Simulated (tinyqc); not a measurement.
Inside a calculation. Method: RKS/exchange-only LDA in the sto-6g basis, for LiH, spin multiplicity 1. Computed by tinyqc, a small Python program that keeps every step (integrals from PySCF). Settings: charge = 0, multiplicity = 1, basis = sto-6g, energy threshold = 1e-10, iteration cap = 77, orthogonalisation = symmetric, start = core, DIIS depth = 0, method = RKS, functional = Slater exchange alone, grid = [20, 26]. Command: `OMP_NUM_THREADS=1 python tinyqc.py 21988 21989 out.jsonl` (the two numbers bound the seeds that draw the settings). One thread of a shared host (Intel(R) Xeon(R) Processor @ 2.60GHz), about 0.5 s of CPU time with the checks.

Geometry (angstrom):
```
atom         x         y         z
Li    0.000000  0.000000  0.000000
H     0.000000  0.000000  2.596000
```

Stop when the energy changes by less than 1e-10 hartree and every element of the error matrix X^T (F D S - S D F) X is below 3e-06.

Course of the cycle:
```
iteration  E (hartree)     change  largest element of the error matrix
1          -7.43495491          -                             2.39e-01
2          -7.35650313   7.85e-02                             2.81e-01
3          -7.09809041   2.58e-01                             2.10e-01
4          -7.32833076  -2.30e-01                             2.84e-01
5          -7.09494721   2.33e-01                             2.10e-01
6          -7.32898547  -2.34e-01                             2.84e-01
7          -7.09511403   2.34e-01                             2.10e-01
8          -7.32897170  -2.34e-01                             2.84e-01
9          -7.09510909   2.34e-01                             2.10e-01
10         -7.32897200  -2.34e-01                             2.84e-01
11         -7.09510921   2.34e-01                             2.10e-01
12         -7.32897199  -2.34e-01                             2.84e-01
13         -7.09510921   2.34e-01                             2.10e-01
14         -7.32897199  -2.34e-01                             2.84e-01
...                ...        ...                                  ...
64         -7.32897199  -2.34e-01                             2.84e-01
65         -7.09510921   2.34e-01                             2.10e-01
66         -7.32897199  -2.34e-01                             2.84e-01
67         -7.09510921   2.34e-01                             2.10e-01
68         -7.32897199  -2.34e-01                             2.84e-01
69         -7.09510921   2.34e-01                             2.10e-01
70         -7.32897199  -2.34e-01                             2.84e-01
71         -7.09510921   2.34e-01                             2.10e-01
72         -7.32897199  -2.34e-01                             2.84e-01
73         -7.09510921   2.34e-01                             2.10e-01
74         -7.32897199  -2.34e-01                             2.84e-01
75         -7.09510921   2.34e-01                             2.10e-01
76         -7.32897199  -2.34e-01                             2.84e-01
77         -7.09510921   2.34e-01                             2.10e-01
```

Can the last value be used, and what does the course show?

Not by the stop rule. Not converged within the cap of 77 iterations: the residual has stopped falling: the iteration swings between two states. Reruns (cap 100 unless said): DIIS 8: converged in 17; damping 0.5: not converged; level shift 0.5: converged in 45; atomic densities as start, DIIS 8: converged in 9; the original settings with a cap of 400: not converged. PySCF RKS in the same basis, fine grid = -7.58948185 hartree, which differs from a converged run on this coarse grid by the grid error.
